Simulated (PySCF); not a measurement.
Job for PySCF: R-B3LYP/6-31G* on CH4 (SMILES C).

```python
from pyscf import gto, scf, dft, mp
from pyscf.data.elements import chemcore

mol = gto.M(
    atom='''
    C     0.00000000   -0.00000000   -1.81901457
    H    -0.00000000    0.00000000   -2.90722072
    H    -0.51274115    0.88809373   -1.45476743
    H    -0.51274115   -0.88809373   -1.45476743
    H     1.02548230   -0.00000000   -1.45476743
    ''',
    basis='6-31g*',
    cart=True,
    charge=0, spin=0, verbose=3, max_memory=1800)
mf = dft.RKS(mol, xc='b3lyp')
mf.conv_tol = 1e-8
mf.max_cycle = 100
mf.kernel()
if not mf.converged:
    mf = mf.newton().run(mf.mo_coeff, mf.mo_occ)
```

Program output:

```
converged SCF energy = -40.5183179020324
```

The calculation finished and met its thresholds.

Cost: about 0.8 core-seconds (a rough figure).
